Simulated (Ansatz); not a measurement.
in.yaml

```yaml
crystal:
  periodic: [false, false, false]
  atoms:
    - {symbol: Li, position_ang: [0.000000, 0.000000, 0.000000]}
    - {symbol: Na, position_ang: [0.000000, 0.000000, 3.318000]}
basis:
  gaussian: {orbitals: def2-mTZVP}
total_charge: -1
magnetization: {spin_polarized: false, initial_magnetization: 1}
correlation: {method: ccsd_t, electrons: all, diis_vectors: 2}
accuracy: high
scf: {lower_state_search: off}
```

```sh
$ ansatz run in.yaml --threads 1 --pin off --events-out ev --progress --plain --max-ram 2393MiB
```

The program prints:

```
these checks for a lower state are left out or cut short: stability, starts, cluster_reference, orbital_swaps, neighbouring_geometries, increment
384 factors; integrals over basis functions are off by at most 3.4e-9 eV
mean field evaluation 1: about -4606.4527 eV, gradient 1.2e0 eV
mean field evaluation 2: about -4606.4566 eV, gradient 1.3e0 eV
mean field evaluation 4: about -4606.4886 eV, gradient 1.2e-1 eV
mean field evaluation 8: about -4606.4894 eV, gradient 4.8e-2 eV
mean field evaluation 16: about -4606.5062 eV, gradient 4.1e-2 eV
mean field evaluation 32: about -4606.5064 eV, gradient 3.4e-8 eV
mean field -4606.50643752 eV, -169.2859891765 hartree, gradient 3.4e-8 eV, S^2 0.750000; 0 other end points of the search recorded, 0 dependent functions left out
reference -4606.50643752 eV, -169.2859891765 hartree; 8, 7 occupied and 14, 15 virtual orbitals, 384 factors
second order -2.82413875 eV of doubles, -0.02538155 eV of singles
cycle   1  -3.06991902 eV  change   -2.2e-1 eV  update   9.1e-2
cycle   2  -3.28714402 eV  change   -2.2e-1 eV  update   5.5e-2
cycle   3  -3.29470085 eV  change   -7.6e-3 eV  update   3.0e-2
cycle   4  -3.32654939 eV  change   -3.2e-2 eV  update   2.0e-2
...
cycle  36  -3.34094942 eV  change    3.5e-8 eV  update   6.3e-8
cycle  37  -3.34094942 eV  change   -1.1e-9 eV  update   1.8e-7
cycle  38  -3.34094947 eV  change   -4.8e-8 eV  update   8.2e-8
cycle  39  -3.34094948 eV  change   -1.2e-8 eV  update   3.6e-8
cycle  40  -3.34094948 eV  change   -7.1e-9 eV  update   1.3e-8
cycle  41  -3.34094948 eV  change  -3.3e-10 eV  update   6.3e-9
cycle  42  -3.34094949 eV  change   -3.8e-9 eV  update   4.0e-9
cycle  43  -3.34094949 eV  change   -1.5e-9 eV  update   2.3e-9
cycle  44  -3.34094949 eV  change   -1.5e-9 eV  update   1.3e-9
cycle  45  -3.34094949 eV  change  -5.3e-10 eV  update  7.2e-10
perturbative correction -0.06302483 eV, -0.0023161198 hartree
Total energy: -4609.91041184 eV, -169.4110829256 hartree
Checks for a lower state left out: stability, starts, cluster_reference, orbital_swaps, neighbouring_geometries, increment
```

Ran on 1 thread of Arm Neoverse V1, shared host: 0.82 s wall, 0.08 GiB peak host memory.
